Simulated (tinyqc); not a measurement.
Inside a calculation. Method: extended Hueckel theory, for NH3. Computed by tinyqc, a small Python program that keeps every step (integrals from PySCF). Settings: charge = 0, K = 1.5, weighted = 1, multiplicity = 1. Command: `OMP_NUM_THREADS=1 python tinyqc.py 31023 31024 out.jsonl` (the two numbers bound the seeds that draw the settings). One thread of a shared host (Intel(R) Xeon(R) Processor @ 2.60GHz), about 0.01 s of CPU time with the checks.

## Overlaps

Geometry (angstrom):
```
atom         x         y        z
N      0.00000   0.00000  0.38500
H      0.86900   0.00000  0.00000
H     -0.43500   0.75300  0.00000
H     -0.43500  -0.75300  0.00000
```

Parameters chosen for this run:
```
element  shell  Slater exponent  H_ii (eV)
H           1s          1.30000  -13.60000
N           2s          1.95000  -26.00000
N           2p          1.95000  -13.40000
```

Slater orbitals, each expanded in six Gaussians scaled to its exponent.

overlap S, order 1N 2s, 1N 2px, 1N 2py, 1N 2pz, 2H 1s, 3H 1s, 4H 1s:
```
[[1.00000, 0.00000, 0.00000, 0.00000, 0.52197, 0.52160, 0.52160],
 [0.00000, 1.00000, 0.00000, 0.00000, 0.42523, -0.21265, -0.21265],
 [0.00000, 0.00000, 1.00000, 0.00000, 0.00000, 0.36810, -0.36810],
 [0.00000, 0.00000, 0.00000, 1.00000, -0.18839, -0.18820, -0.18820],
 [0.52197, 0.42523, 0.00000, -0.18839, 1.00000, 0.22914, 0.22914],
 [0.52160, -0.21265, 0.36810, -0.18820, 0.22914, 1.00000, 0.22907],
 [0.52160, -0.21265, -0.36810, -0.18820, 0.22914, 0.22907, 1.00000]]
```

## Wolfsberg-Helmholz matrix

diagonal H_ii (eV): [-26.00000, -13.40000, -13.40000, -13.40000, -13.60000, -13.60000, -13.60000]

K = 1.50000

H_ij = K' S_ij (H_ii + H_jj)/2 for i != j (the diagonal keeps H_ii), with K' = K + D^2 + D^4 (1 - K), D = (H_ii - H_jj)/(H_ii + H_jj), K = 1.5.

H (eV), order 1N 2s, 1N 2px, 1N 2py, 1N 2pz, 2H 1s, 3H 1s, 4H 1s:
```
[[-26.00000, 0.00000, 0.00000, 0.00000, -16.46611, -16.45457, -16.45457],
 [0.00000, -13.40000, 0.00000, 0.00000, -8.61119, 4.30625, 4.30625],
 [0.00000, 0.00000, -13.40000, 0.00000, 0.00000, -7.45427, 7.45427],
 [0.00000, 0.00000, 0.00000, -13.40000, 3.81508, 3.81128, 3.81128],
 [-16.46611, -8.61119, 0.00000, 3.81508, -13.60000, -4.67447, -4.67447],
 [-16.45457, 4.30625, -7.45427, 3.81128, -4.67447, -13.60000, -4.67301],
 [-16.45457, 4.30625, 7.45427, 3.81128, -4.67447, -4.67301, -13.60000]]
```

## Orbitals

valence electrons = 8

Solve H C = S C e through S^(-1/2); fill by pairs from the bottom, a degenerate level sharing its electrons equally; each orbital has its largest coefficient positive (the first on a tie).

orbital energies (eV): [-27.03251, -15.46863, -15.46793, -13.65504, -1.09783, -1.08123, 20.38487]

occupations: [2.00000, 2.00000, 2.00000, 2.00000, 0.00000, 0.00000, 0.00000]

coefficients, order 1N 2s, 1N 2px, 1N 2py, 1N 2pz, 2H 1s, 3H 1s, 4H 1s:
```
[[0.80430, 0.00000, 0.00000, 0.14884, 0.00000, 0.00074, 1.36249],
 [-0.00002, 0.64591, 0.00000, 0.00006, 0.00000, -1.06102, 0.00111],
 [0.00000, 0.00000, 0.64596, 0.00000, 1.06056, 0.00000, 0.00000],
 [0.03303, -0.00006, 0.00000, 0.95841, 0.00000, -0.00025, -0.52820],
 [0.11763, 0.43793, 0.00000, -0.06562, 0.00000, 1.06828, -0.77907],
 [0.11751, -0.21912, 0.37937, -0.06561, -0.92531, -0.53510, -0.77677],
 [0.11751, -0.21912, -0.37937, -0.06561, 0.92531, -0.53510, -0.77677]]
```

sum of one-electron energies = -143.24822 eV

## Mulliken analysis

P = C n C^T; charge = valence electrons (H 1, N 5) minus the sum of (P S)_ii on the atom; overlap population = 2 sum P_ij S_ij between two atoms.

charges: [-0.90012, 0.30013, 0.29999, 0.29999]

Overlap populations:
```
pair      value
2-1    0.702732
3-1    0.702437
3-2   -0.071335
4-1    0.702437
4-2   -0.071335
4-3   -0.071284
```
